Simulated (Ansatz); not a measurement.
System: zinc-blende HgTe. Method: r²SCAN in Ansatz (plane waves, PAW).

Numerical settings: plane-wave cutoff 560 eV, 10×10×10 k mesh, Fermi–Dirac smearing 0.01 eV, scalar-relativistic PAW data made under PBE.

The volume scan:

| V (Å³/atom) | E − E_lowest (meV/atom) |
|---|---|
| 33.361 | 18.22 |
| 34.071 | 7.78 |
| 34.781 | 1.88 |
| 35.491 | 0.00 |
| 36.201 | 1.68 |
| 36.911 | 6.51 |
| 37.620 | 14.12 |

Task: Estimate the bulk modulus and its pressure derivative from these points.

Result: V0 = 35.496 Å³/atom, B0 = 40.1 GPa, B′ = 5.1 (fit to the energies at full precision).

Measured, for comparison: bulk modulus 42.3 GPa (temperature not stated, not corrected to a static lattice; as tabulated in Toher et al. (2017), arXiv:1611.05714); equilibrium volume per atom 33.70 Å³/atom (room temperature, not corrected to a static lattice; as tabulated in Cava et al. (2013), arXiv:1302.1059). Computed (rounded) less measured: bulk modulus -5 %, equilibrium volume per atom +5.3 %.

Spin–orbit coupling is not included; it can open a gap where bands touch, and shift volumes and moduli.

Computed values are for the static lattice.

Ansatz is a quantum-chemistry and plane-wave program.
